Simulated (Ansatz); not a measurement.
**Breaking a bond in BH2Cl (SMILES [H]B([H])Cl)**

BH2Cl: 4 atoms, total charge 0, spin state singlet. As SMILES, `[H]B([H])Cl`. The coordinates come from a GFN2-xTB relaxation.

```xyz
4

B     0.0693    0.1144   -0.0004
H     1.2401    0.0707    0.0155
H    -0.5121    1.1316   -0.0190
Cl   -0.7973   -1.3167    0.0038
```

The B1–H3 distance is scanned; the parts on either side stay rigid. Basis STO-3G, 6 core orbitals frozen in the correlated methods; program Ansatz 0.2.0. FCI is exact within this basis and core. Energies in eV from each method's value at 1.172 Å; methods without a U are spin-restricted. The shape above is that at 1.172 Å.

```
distance (Å)   PBE  B3LYP  CAM-B3LYP  wB97M-V  CCSD(T)
       1.172  0.00   0.00       0.00     0.00     0.00
       1.465  0.82   0.89       0.94     0.94     0.81
       1.758  2.36   2.53       2.66     2.64     2.34
       2.344  5.17   5.55       5.93     5.88     4.65
       2.929  6.88   7.44       8.09     8.11     5.34
```

Question: Estimate the FCI curve, and say how far off each method is.

Answer: 
| distance (Å) | FCI |
| --- | --- |
| 1.172 | 0.00 |
| 1.465 | 0.81 |
| 1.758 | 2.34 |
| 2.344 | 4.63 |
| 2.929 | 5.36 |

Departure from the FCI curve at its largest: PBE +1.52 eV at 2.93 Å; B3LYP +2.08 eV at 2.93 Å; CAM-B3LYP +2.73 eV at 2.93 Å; wB97M-V +2.74 eV at 2.93 Å; CCSD(T) -0.02 eV at 2.93 Å. Restricted functionals keep the electrons paired too, and rise too high.
